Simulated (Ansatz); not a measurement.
Ideal-gas functions of AlH3NO (`[NH2][Al][OH]`) radical at 298.15 K and 1 bar, from an Ansatz frequency run at PBE0-D4/def2-TZVP.

Molar mass 60.01 g/mol, point group Cs (symmetry number 1), electronic degeneracy 2, moments of inertia 14.033, 78.827, 92.86 u Å². Harmonic wavenumbers (cm⁻¹, unscaled): 206, 266, 315, 361, 598, 661, 754, 878, 1550, 3596, 3701, 3964.

Use S(trans) = R[1.5 ln M + 2.5 ln T − 1.1517]; rotational temperatures θ = 24.2544 K / I; S(rot) = R[ln(√π/σ · √(T³/θAθBθC)) + 1.5]; for each mode x = 1.438777 ν̃/T, S = R[x/(eˣ − 1) − ln(1 − e⁻ˣ)] and H = RT x/(eˣ − 1); 1 cm⁻¹ = 0.0119627 kJ/mol; R = 8.31446 J/(mol·K).

**Question.** By hand: the entropy, in J/(mol·K).

**Answer.** Translation 159.9. Rotation: θ = 1.7284, 0.3077, 0.2612 K, giving 96.5. Vibration, mode by mode: 8.70, 6.79, 5.59, 4.68, 1.90, 1.49, 1.04, 0.64, 0.04, 0.00, 0.00, 0.00, in all 30.9. Electronic 5.8. Sum 293.1 J/(mol·K).

**Question.** By hand: H − E and G − E in kJ/mol, counted from the electronic energy.

**Answer.** Zero-point energy ½ × 16850 × 0.0119627 = 100.8; thermal vibration 5.8; translation, rotation and pV give 4 RT = 9.9. H − E = 116.5 kJ/mol, and G − E = 116.5 − 298.15 × 293.1/1000 = 29.1 kJ/mol.

Vibration gives 11 % of the entropy. The sum counts one conformer and one mirror image; others add a mixing term.
